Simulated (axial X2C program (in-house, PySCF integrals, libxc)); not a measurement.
## Testing model relations on NaCl⁻

A bond curve at the CCSD(T) level, with spin–orbit coupling, was computed with an axial X2C code built on PySCF integrals (basis Cl dyall-av3z [9s8p3d2f], Na dyall-av3z [10s9p5d2f] (cores contracted in-house)) for the state Ω = 1/2 (⟨Sz⟩ = 0.50, ⟨Lz⟩ = 0.00 at HF). Its fit gives Re = 2.5240 Å, ωe = 265.3 cm⁻¹, ωexe = 2.15 cm⁻¹ and αe = 2.070e-03 cm⁻¹; the masses are 34.9689 and 22.9898 u. Two-component means X2C with spin–orbit coupling and atomic mean-field Coulomb and Gaunt terms.

Correlated methods: 9 electrons correlated (number of frozen shells: Cl 2 s, 1 p; Na 2 s, 1 p), 235 virtual spin orbitals or spinors in MP2, 87 natural virtuals in coupled cluster.

(1) Find the reduced mass, Be and the force constant.

(2) Estimate the centrifugal constant by the Kratzer relation.

(3) Where do the fundamental and the first overtone lie?

(4) A Morse curve ties αe to the other constants (Pekeris). How well does that hold?

(5) Estimate De from a Morse curve and compare with the computed well depth of 1.340 eV to Cl- + Na.

One determinant describes the state; a PBE0 search over occupations chose it and may have missed a lower one. Dissociation energies refer to the lowest single-determinant-based atoms at the same level and basis. Coupled cluster ran in a truncated set of natural virtual spinors; the MP2 energy of the rest was added. (T) has no such correction and the atoms are truncated less, which lowers De at CCSD(T) by a hundredth of an eV or more.

Answers

(1) From the CCSD(T) values: μ = 13.8707 u. Be = 16.8576/(μ Re²) = 0.1908 cm⁻¹. k = 5.8918×10⁻⁷ μ ωe² = 0.575 mdyn/Å.

(2) D = 4Be³/ωe² = 3.95e-07 cm⁻¹.

(3) ν(1←0) = ωe − 2ωexe = 261.0 cm⁻¹; ν(2←0) = 2ωe − 6ωexe = 517.7 cm⁻¹.

(4) αe(Morse) = 6Be²/ωe × (√(ωexe/Be) − 1) = 1.940e-03 cm⁻¹; the CCSD(T) curve gives 2.070e-03 cm⁻¹, a ratio of 0.94.

(5) De(Morse) = ωe²/(4ωexe) = 1.015 eV against 1.340 eV computed, a ratio of 0.76. The extrapolation falls short: long-range attraction (ionic or ion–induced dipole) or a change of character along the curve can cause this.
